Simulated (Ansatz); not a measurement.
AlN (zinc blende): values from a third-order Birch-Murnaghan fit to a volume scan beside measured ones. Computed values: PBE (plane waves to 420 eV, PAW, scalar-relativistic; Ansatz, a first-principles code). AlN was relaxed with its symmetry unable to fall.

```tsv
quantity	reference	kind
Lattice constant a (Å)	4.368	measured, corrected to the static lattice
```

References as given in: Daniel Mejia-Rodriguez, S. B. Trickey, Physical Review B (2018), arXiv:1807.09216.

Estimate the PBE values and the sign and size of each difference.


```csv
quantity,PBE,difference
Lattice constant a (Å),4.403,+0.8 %
```

PBE overestimates the lattice constant a by 0.8 %.

(Under strain, the slope of the energy per volume gives the stress and its curvature an elastic modulus.)
